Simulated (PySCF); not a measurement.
# Working out the ionisation energy of N

N [He] 2s2 2p3 (4S) → N+ [He] 2s2 2p2 (3P). Computed with PySCF 2.14 in def2-TZVP (5s3p2d1f, 31 functions), with no relativity, point nucleus. Frozen: 1s2. Energies in hartree (1 hartree = 27.21139 eV):

```tsv
part	N (lower)	N+ (upper)
UHF	-54.402747	-53.891999
CCSD correlation	-0.110932	-0.091622
(T)	-0.002262	-0.001573
```

Q: What does Hartree-Fock give?

A: (-53.891999) − (-54.402747) = 0.510748 hartree = 13.898 eV.

Q: What do CCSD and CCSD(T) give?

A: The CCSD correlation energies differ by 0.019310 hartree = 0.525 eV and the triples by 0.000689 hartree = 0.019 eV, so CCSD gives 14.423 eV and CCSD(T) 14.442 eV.

Measured between the centres of the two terms (NIST): 14.545 eV, so CCSD(T) (valence) is off by -0.103 eV.

What remains against the reference includes basis incompleteness, the frozen core and higher excitations.
